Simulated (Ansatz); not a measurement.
CH3S, SMILES C[S], multiplicity 2.

Coordinates come from a B3LYP-D3(BJ)/def2-TZVP optimisation. The isomer is the one that the SMILES or the coordinates give; other isomers of the formula were not compared.

Two levels are set side by side: PBE/def2-TZVPD (Ansatz, an electronic-structure program) and ωB97X-V/def2-TZVPD (Ansatz). Energy differences of separate SCF runs at the same geometry; the states with an electron removed or added have multiplicity 3 and 1. Differences are taken from unrounded values.

```json
[
 {"quantity": "vertical ionisation energy (eV)", "PBE": "9.14"},
 {"quantity": "vertical electron affinity (eV)", "PBE": "1.75"}
]
```

Task: These are the PBE values. What does ωB97X-V give? (Estimate from the structure and the level; the computed values follow.)

Result: 
```json
[
 {"quantity": "vertical ionisation energy (eV)", "ωB97X-V": "9.32", "PBE minus ωB97X-V": "-0.18"},
 {"quantity": "vertical electron affinity (eV)", "ωB97X-V": "1.73", "PBE minus ωB97X-V": "0.02"}
]
```

On these quantities the two levels nearly agree.
